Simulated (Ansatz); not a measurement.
Ideal-gas functions of AlCl3 at 500 K and 1 bar, from an Ansatz frequency run at PBE0-D4/def2-TZVP.

Molar mass 133.34 g/mol, point group D3h (symmetry number 6), electronic degeneracy 1, moments of inertia 227.658, 227.658, 455.315 u Å². Harmonic wavenumbers (cm⁻¹, unscaled): 144, 144, 203, 386, 626, 626.

Use S(trans) = R[1.5 ln M + 2.5 ln T − 1.1517]; rotational temperatures θ = 24.2544 K / I; S(rot) = R[ln(√π/σ · √(T³/θAθBθC)) + 1.5]; for each mode x = 1.438777 ν̃/T, S = R[x/(eˣ − 1) − ln(1 − e⁻ˣ)] and H = RT x/(eˣ − 1); 1 cm⁻¹ = 0.0119627 kJ/mol; R = 8.31446 J/(mol·K).

By hand: the entropy, in J/(mol·K).

Translation 180.6. Rotation: θ = 0.1065, 0.1065, 0.0533 K, giving 110.6. Vibration, mode by mode: 15.70, 15.70, 12.90, 7.86, 4.46, 4.46, in all 61.1. Electronic 0.0. Sum 352.3 J/(mol·K).

By hand: H − E and G − E in kJ/mol, counted from the electronic energy.

Zero-point energy ½ × 2129 × 0.0119627 = 12.7; thermal vibration 15.0; translation, rotation and pV give 4 RT = 16.6. H − E = 44.3 kJ/mol, and G − E = 44.3 − 500 × 352.3/1000 = -131.9 kJ/mol.

Vibration gives 17 % of the entropy, 31.4 J/(mol·K) of it from the modes under 150 cm⁻¹: soft modes count most, and the harmonic formula is weakest for them.
